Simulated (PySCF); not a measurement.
Species: C2H2FS (charge -1).
InChI=1S/C2H3FS/c1-2(3)4/h4H,1H2/p-1

The calculation used PBE0-D3(BJ)/def2-SVP geometry optimisation, gas phase in PySCF 2.14.0.

Masses are those of the commonest isotopes; rigid-rotor values at the optimised geometry. 

(1) Give the principal moments of inertia and the rotational constants in MHz.

(2) What kind of rotor is it?

(3) Is it planar, by Δ = Ic − Ia − Ib?

(4) Give the coordinates in the principal-axis frame, origin at the centre of mass.

(5) Where do the levels up to J = 4 lie, in K?

(6) Which types of transition are allowed, and where do some lines up to J = 4 fall?

(7) Estimate the classical rotational partition function at 10 K, 100 K and 500 K.

Answers

(1) Ia = 45.75, Ib = 101.67, Ic = 147.42 u·Å²; 505379 MHz·u·Å²/I gives A = 11046, B = 4971, C = 3428 MHz.

(2) An asymmetric top. Ray's parameter κ = (2B − A − C)/(A − C) = -0.595; −1 is the prolate and +1 the oblate limit.

(3) Planar: Δ = Ic − Ia − Ib = 0.00 u·Å². For a rigid frame Δ = −2 Σ m c², so it vanishes when all atoms lie in the ab plane; here none is more than 0.01 Å from it.

(4) The sense of each axis is arbitrary; atoms in the order of the calculation.
```tsv
atom	mass (u)	a (Å)	b (Å)	c (Å)
C1	12.000	-1.205	-1.214	0.000
C2	12.000	-0.376	-0.136	-0.001
F3	18.998	-1.055	1.068	0.000
S4	31.972	1.317	-0.024	0.000
H5	1.008	-2.291	-1.076	0.001
H6	1.008	-0.789	-2.221	0.000
```

(5) Above 0(0,0), as E/k:
J = 1: 1(0,1) 0.403, 1(1,1) 0.695, 1(1,0) 0.769
J = 2: 2(0,2) 1.197, 2(1,2) 1.427, 2(1,1) 1.649, 2(2,1) 2.524, 2(2,0) 2.536
J = 3: 3(0,3) 2.359, 3(1,3) 2.518, 3(1,2) 2.961, 3(2,2) 3.733, 3(2,1) 3.793, 3(3,1) 5.383, 3(3,0) 5.384
J = 4: 4(0,4) 3.864, 4(1,4) 3.961, 4(1,3) 4.692, 4(2,3) 5.336, 4(2,2) 5.503, 4(3,2) 7.017, 4(3,1) 7.026, 4(4,1) 9.298, 4(4,0) 9.298
The levels of one J sum to (2J + 1)J(J + 1)(A + B + C)/3.

(6) The dipole components (about the centre of mass, as the species is charged) are |μa| = 1.77 D, |μb| = 0.34 D, |μc| = 0.00 D; the mirror of this Cs structure is the ab plane, so μc vanishes by symmetry and there are no c-type lines. The squared components, which scale the intensities, stand as 1.00 : 0.04 (a : b). Some lines, for components of 0.1 D or more:

| type | branch | J(Ka,Kc) | MHz | lower level (cm⁻¹) |
| --- | --- | --- | --- | --- |
| b | R | 1(1,1) ← 0(0,0) | 14474 | 0.000 |
| b | Q | 4(1,3) ← 4(0,4) | 17263 | 2.685 |
| a | R | 3(1,3) ← 2(1,2) | 22733 | 0.992 |
| b | Q | 2(2,1) ← 2(1,2) | 22853 | 0.992 |
| a | R | 3(0,3) ← 2(0,2) | 24209 | 0.832 |
| a | R | 3(1,2) ← 2(1,1) | 27334 | 1.146 |
| b | R | 3(1,3) ← 2(0,2) | 27524 | 0.832 |
| b | Q | 4(2,3) ← 4(1,4) | 28645 | 2.753 |
| b | Q | 4(3,1) ← 4(2,2) | 31735 | 3.825 |
| a | R | 4(2,3) ← 3(2,2) | 33394 | 2.594 |
| a | R | 4(1,3) ← 3(1,2) | 36076 | 2.058 |
| b | Q | 4(4,1) ← 4(3,2) | 47533 | 4.877 |
| b | R | 4(2,2) ← 3(1,3) | 62195 | 1.750 |

(7) Point group Cs, symmetry number σ = 1; q = (√π/σ)·√((kT/h)³/(ABC)), k/h = 20836.6 MHz/K: 389 at 10 K, 12300 at 100 K, 137000 at 500 K.

Stationary, but not proved a minimum. The geometry's basis has no diffuse functions, a weakness for an anion. These are rigid-rotor constants of the computed structure; measured ground-state constants (B0) also hold zero-point vibration.
